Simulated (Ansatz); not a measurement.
**H3Ge–Ge: how the Ge–Ge bond energy moves with the basis**

H3Ge–Ge, doublet; coordinates (Å): Ge -0.002 0.000 1.207; Ge -0.001 0.000 -1.282; H 1.500 0.000 1.588; H -0.629 1.243 1.874; H -0.629 -1.243 1.874. Quantity: Ge–Ge bond energy, to GeH3 (doublet) + Ge.

Ansatz 0.2.0, basis cc-pVDZ or cc-pVTZ; geometries are PBE0/def2-TZVP minima. Wave-function levels freeze the cores with the filled d shells of p-block atoms; HF, MP2 and coupled cluster are restricted for singlets and unrestricted otherwise, atoms included, restricted open-shell where a d shell is frozen, Kohn–Sham unrestricted where that lies lower. The reference is CCSDT(Q) (coupled cluster only where its series has nearly closed). Semilocal and hybrid functionals correlate all electrons outside any core potential and usually lie nearer their basis limit than the reference, so part of their error here is the reference's basis and frozen-core error; RPA and the MP2 part of double hybrids freeze the same cores as the reference. None of these values is a measured one. Energies are electronic, without zero-point terms. No spin–orbit coupling and no scalar relativity. The species are chosen: bound, without strong static correlation by their natural occupations or amplitudes, in their lowest spin state as far as vertical gaps and like structures tell, and with a ladder that closes on the reference, so errors are smaller than for species at large; levels whose determinant breaks symmetry or spin markedly are left out.

```tsv
level	cc-pVDZ (kJ/mol)	cc-pVTZ (kJ/mol)
reference	187.1 (CCSDT(Q))	207.2 (CCSDT(Q))
CCSD	180.6	199.2
CCSD(T)	186.2	206.3
PBE	228.9	230.0
r2SCAN	219.7	222.3
PBE0	220.5	221.9
wB97M-V	217.6	218.3
B2PLYP	205.7	212.1
```

From cc-pVDZ to cc-pVTZ the reference moves by 20.1 kJ/mol and PBE by 1.1; the step from CCSD(T) to the reference is 1.0 in the first and 0.8 in the last.
